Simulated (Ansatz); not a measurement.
# BFHO: the cost of one run

Program: Ansatz 0.2.0. Level of theory: UKS LDA/6-31G*. These are calculated values, not measurements.

**1. The structure to begin with**

Bond lengths: O1–B2 1.488 Å, B2–F3 1.475 Å, B2–H4 1.170 Å. Angles: O1–B2–F3 122.5°, O1–B2–H4 113.9°, F3–B2–H4 123.6°.

Coordinates:

```xyz
4

O     1.3123    0.3696   -0.4754
B    -0.0161   -0.0597    0.0405
F    -1.2799    0.5352   -0.4334
H     0.0392   -0.9053    0.8479
```

**2. Relaxing the start**

input.yaml reads:

```yaml
crystal:
  periodic: [false, false, false]
  atoms:
    - { symbol: O, position_ang: [1.3123, 0.3696, -0.4754] }
    - { symbol: B, position_ang: [-0.0161, -0.0597, 0.0405] }
    - { symbol: F, position_ang: [-1.2799, 0.5352, -0.4334] }
    - { symbol: H, position_ang: [0.0392, -0.9053, 0.8479] }
magnetization:
  spin_polarized: true
  initial_magnetization: 1
basis:
  gaussian: { orbitals: "6-31G*" }
hamiltonian:
  xc: lda
relax:
  f_tol: 0.02
  max_steps: 40
```

The run is started by

```bash
> ansatz run input.yaml --threads 1 --pin off --max-ram 2048MiB --backend cpu --events-out ev --progress --plain --runs-dir out
```

Q: Estimate wall time and peak memory on 1 thread of Intel Xeon Platinum 8488C (Sapphire Rapids), shared host.

About 4.8 s, with a peak of 0.13 GiB.
